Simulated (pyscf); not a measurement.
A first-order saddle from PySCF, ωB97X-D3(BJ)/def2-SVP:

```
Ge
H 1 1.5339
H 1 1.5339 2 110.20
H 1 1.5455 2 109.66 3 120.80
S 1 2.2068 2 110.35 3 -122.11
H 5 1.7732 1 89.66 2 -102.67
H 6 0.9984 5 73.65 1 -89.90
H 7 1.0301 6 61.02 5 176.54
```
Charge 0, spin multiplicity 1.

Surface: singlet, charge 0. Lowest wavenumbers (cm⁻¹): 2766i, 181, 232, 434, 570.

### Question
What reaction is this the transition state of?

### Answer
HS–GeH₃ + hydrogen (H₂) ⇌ HS–GeH₃ + hydrogen (H₂), a four-centre exchange read from left to right: H–S, H–H broken and H–S, H–H formed. At ωB97M-D3(BJ)/def2-TZVP it lies +70.2 kcal/mol from the left side and +70.2 kcal/mol from the right (each side as separated species at their lowest minima found). The same reactants have a lower exit, to H₂S + GeH₄ (barrier +59.5 kcal/mol at ωB97M-D3(BJ)/def2-TZVP, against +70.2 kcal/mol here). This is the saddle that the search found; another between the same sides may lie lower. Elements up to Kr have no core potential and no relativistic terms here.
